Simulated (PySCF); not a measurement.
**C5H10 (3-methyl-1-butene) at 6 levels**

We compute a comparison of 6 runs (HF/STO-3G, HF/3-21G, B3LYP/6-31G*, BLYP/def2-SVP, PBE/def2-SVP, r2SCAN/def2-SVP) of C5H10 (3-methyl-1-butene). Input form: a Python script.

The calculation is run with PySCF 2.14.0.

1 further run of the same task is left out (set aside as unsound or not needed).

## Step 1: The molecule

C5H10: 15 atoms, total charge 0, spin state singlet. As SMILES, `C=CC(C)C`. The C3–C4 distance was set to 2.750 Å, away from the relaxed value. At this shape a bond of the SMILES string is far longer than usual.

Bond lengths: C1–C2 1.326 Å, C2–C3 1.499 Å, C3–C5 1.518 Å, C1–H6 1.084 Å, C1–H7 1.084 Å, C2–H8 1.089 Å, C3–H9 1.100 Å, C4–H10 1.093 Å, C4–H11 1.093 Å, C4–H12 1.094 Å, C5–H13 1.092 Å, C5–H14 1.094 Å, C5–H15 1.092 Å. Some angles: C1–C2–C3 127.0°, C2–C3–C5 113.9°, C1–C2–H8 118.4°, C3–C2–H8 114.6°, C2–C1–H6 121.1°, C2–C1–H7 122.2°, C2–C3–H9 106.5°, C5–C3–H9 108.0°, C3–C5–H13 111.7°, C3–C5–H14 111.0°.

## Step 2: A single-point energy at HF/STO-3G (run 1)

job.py

```python
from pyscf import gto

mol = gto.M(
    atom='''
C   -1.824843   1.697759   1.664190
C   -0.724643   0.958559   1.635590
C    0.397557   1.050559   0.646490
C    0.789600  -1.393500  -0.552500
C    0.217157   2.145859  -0.389310
H   -2.583543   1.541959   2.422190
H   -2.013043   2.482959   0.940390
H   -0.601143   0.183759   2.391390
H    1.305957   1.275459   1.224290
H    0.944200  -2.181400   0.188800
H    1.663700  -1.370700  -1.208000
H   -0.080500  -1.667700  -1.155400
H    0.106157   3.127659   0.076290
H   -0.668443   1.961459  -1.004310
H    1.081257   2.185959  -1.056210
''',
    verbose=3,
    basis='sto-3g',
    max_memory=1860,
    spin=0,
)

hf = mol.RHF()
hf.conv_tol = 1e-10
hf.kernel()
if not hf.converged:
    hf = hf.newton().run(hf.mo_coeff, hf.mo_occ)

energy = hf.e_tot
print(f'total energy: {energy:.8f} hartree')
```

Started as:

```sh
OMP_NUM_THREADS=1 python job.py
```

Log:

```text
converged SCF energy = -192.545265906729
total energy: -192.54526591 hartree
```

Wall time 1.5 s (1 thread of Intel Xeon at 2.70GHz, shared host); peak memory 0.12 GiB.

## Step 3: A single-point energy at HF/3-21G (run 2)

job.py

```python
from pyscf import gto

system = gto.M(
    atom='''
C       -1.824843       1.697759       1.664190
C       -0.724643       0.958559       1.635590
C        0.397557       1.050559       0.646490
C        0.789600      -1.393500      -0.552500
C        0.217157       2.145859      -0.389310
H       -2.583543       1.541959       2.422190
H       -2.013043       2.482959       0.940390
H       -0.601143       0.183759       2.391390
H        1.305957       1.275459       1.224290
H        0.944200      -2.181400       0.188800
H        1.663700      -1.370700      -1.208000
H       -0.080500      -1.667700      -1.155400
H        0.106157       3.127659       0.076290
H       -0.668443       1.961459      -1.004310
H        1.081257       2.185959      -1.056210
''',
    max_memory=1860,
    basis='3-21g',
    verbose=4,
)

hf = system.RHF()
hf.conv_tol = 1e-10
hf.kernel()
if not hf.converged:
    hf = hf.newton().run(hf.mo_coeff, hf.mo_occ)

e_tot = hf.e_tot
print('E(%s) = %.9f' % ('HF', e_tot))
```

Started as:

```sh
OMP_NUM_THREADS=1 python job.py
```

Log:

```text
PySCF version 2.14.0

[... 73 lines left out ...]
converged SCF energy = -193.880886683883
E(HF) = -193.880886684
```

Run time: 2.2 s. Hardware: 1 thread of Intel Xeon at 2.70GHz, shared host; peak memory 0.14 GiB.

Runs 3 to 5 aren't shown in full; the table further down has their settings and results.

## Step 4: The energy at r2SCAN/def2-SVP (run 6)

calc.py

```python
from pyscf import gto, dft

system = gto.M(
    atom='''
C     -3.448453     3.208300     3.144863
C     -1.369377     1.811414     3.090817
C      0.751274     1.985269     1.221689
C      1.492128    -2.633333    -1.044074
C      0.410367     4.055086    -0.735689
H     -4.882189     2.913880     4.577276
H     -3.804100     4.692112     1.777080
H     -1.135996     0.347254     4.519072
H      2.467901     2.410268     2.313573
H      1.784279    -4.122249     0.356780
H      3.143937    -2.590248    -2.282789
H     -0.152123    -3.151496    -2.183390
H      0.200608     5.910419     0.144167
H     -1.263174     3.706620    -1.897871
H      2.043280     4.130864    -1.995948
''',
    max_memory=1860,
    spin=0,
    unit='bohr',
    verbose=3,
    basis='def2-svp',
)

mf = dft.RKS(system)
mf.xc = 'r2scan'
mf.grids.level = 5
mf.conv_tol = 1e-10
mf.kernel()
if not mf.converged:
    mf = mf.newton().run(mf.mo_coeff, mf.mo_occ)

energy = mf.e_tot
print('E(%s) = %.9f' % ('R2SCAN', energy))
```

Started as:

```sh
OMP_NUM_THREADS=1 python calc.py
```

Log:

```text
converged SCF energy = -196.111861964069
E(R2SCAN) = -196.111861964
```

It took 95 s on 1 thread of Intel Xeon at 2.70GHz, shared host; peak memory 0.74 GiB.

## Step 5: All runs side by side

```tsv
run	level	integration grid	energy (Eh)	dipole moment (D)	HOMO energy (eV)	LUMO energy (eV)	wall time
1	HF/STO-3G	–	-192.545266	0.51	-5.39	3.37	1.5 s
2	HF/3-21G	–	-193.880887	0.44	-7.56	1.62	2.2 s
3	B3LYP/6-31G* (spherical functions)	5	-196.387585	0.47	-5.72	-2.18	40 s
4	BLYP/def2-SVP	5	-196.129858	0.55	-5.11	-2.91	46 s
5	PBE/def2-SVP	5	-195.965802	0.53	-5.30	-3.07	48 s
6	r2SCAN/def2-SVP	5	-196.111862	0.55	-5.46	-3.01	95 s
```

## Step 6: What came out

| quantity | value |
| --- | --- |
| run 6: total energy | -196.11186 Eh |
| run 6: dipole moment | 0.55 D |
| run 6: HOMO energy | -5.46 eV |
| run 6: LUMO energy | -3.01 eV |
| run 6: HOMO–LUMO gap | 2.45 eV |

In words: The dipole moment (its size) runs from 0.44 D (HF/3-21G) to 0.55 D (BLYP/def2-SVP). The two ends differ in method and basis. The HOMO–LUMO gap runs from 2.20 eV (BLYP/def2-SVP) to 9.18 eV (HF/3-21G). Totals of different functionals can't be ranked against each other. In run 1 the basis is minimal, so the values are rough. In runs 1, 2, 3, 4, 5, 6 a closed-shell determinant meets a far-stretched bond, which it describes badly. All runs together took 3.9 min, the longest 95 s.
